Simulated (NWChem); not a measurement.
Run times for BNH2 (SMILES B[N])

BNH2: 4 atoms, total charge 0, spin state triplet. As SMILES, `B[N]`. The shape is that of a GFN2-xTB optimisation.

```xyz
4

B    -0.0357    0.0066   -0.0239
N     1.0418   -0.1917    0.6977
H    -1.0569   -0.4740    0.3346
H     0.0509    0.6591   -1.0083
```

Program: NWChem 7.3.0. Hardware: 1 thread of Intel Xeon 6975P-C (Granite Rapids), shared host, so times are rough. Two-electron integrals are exact unless an approximation is named.

Problem. Estimate their order by wall time, quickest first.
A. gradient at UHF/STO-3G
B. gradient at UHF/6-31G** (spherical functions)
C. gradient at UB3LYP/6-31G* (spherical functions), grid xfine
D. gradient at UHF/pcseg-2

Solution. A (0.68 s), B (1.9 s), C (6.3 s), D (16 s).
